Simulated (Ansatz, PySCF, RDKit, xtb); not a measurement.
# AlSiH3F: from the formula to a structure

Only the formula AlSiH3F is given (odd number of electrons). Aim: find the structure of lowest free energy at 298.15 K, then its properties.

Plan: many cheap relaxations first (GFN2-xTB), then density-functional screening, relaxation at B3LYP/6-31G*, vibrations and a final energy. The numbers are computed, not measured.

6 further runs of the same task are left out: 6 set aside as unsound or not needed.

**1. Possible bonding patterns**

All bonding patterns within simple valence rules are listed by program: one Lewis structure each, at most two rings and one unusual centre or charged pair. O–O, O–halogen and N–halogen bonds and N–N–N chains are not drawn. That gives 4 candidates.

| label | SMILES | spin |
| --- | --- | --- |
| c175 | F[SiH][AlH2] | doublet |
| c320 | [F][Al][SiH3] | doublet |
| c508 | [F][AlH][SiH2] | doublet |
| c578 | F[SiH2][AlH] | doublet |

Candidates are built by distance geometry, with a force field where one applies, in up to four conformers (letters a to d). 10 starts with atoms placed at random are added, to find patterns that the rules miss.

Q: Predict the outcome of this search (final energies at CCSD(T)/def2-SVP + MP2/def2-TZVPP - MP2/def2-SVP).

| quantity | value |
| --- | --- |
| lowest structure found | [F][Al][SiH3], doublet, Cs |
| next finalist | [F][AlH][SiH2], doublet, 1.7 kcal/mol higher in G |
| share at equilibrium, among the finalists | 94.4 % |
| harmonic wavenumbers, lowest and highest (B3LYP/6-31G*) | 22 and 2239 cm⁻¹ |
| rotational constants, same geometry | 0.7192, 0.09438, 0.08594 cm⁻¹ |
| dipole moment (PBE0/def2-TZVPD) | 1.55 D |
| HOMO energy (highest over α and β) (PBE0/def2-TZVPD) | -5.77 eV |
| LUMO energy (lowest over α and β) (PBE0/def2-TZVPD) | -2.71 eV |
| lowest excitation (TD-B3LYP/def2-SVPD) | 2.12 eV (f = 0.015) |
| strongest of the states computed, same level | 4.17 eV (f = 0.031) |
| vertical ionisation energy (to the singlet cation) | 7.80 eV |
| vertical electron affinity | 1.18 eV |
| vertical quartet less doublet | +4.22 eV |

The search ends on `[F][Al][SiH3]`. The margin, 1.7 kcal/mol, is modest. HF/STO-3G, r2SCAN-D4/def2-SVP, B3LYP/6-31G*, HF/def2-SVP and MP2/def2-SVP already put its bonding pattern lowest among the structures in one piece; GFN2-xTB favours the doublet [F][AlH2][SiH] ‡ (c666, not a finalist). The stability test raises a flag; for an open shell a flag towards a general spinor solution can be the free rotation of the spin. Lowest found is not proven lowest: the search is finite, and each finalist counts with one conformer. Patterns outside the rules of the enumeration were met only by chance.

‡ marks the bonded skeleton alone, with all bonds drawn single: no Lewis structure was assigned that passes a check against the bond lengths.
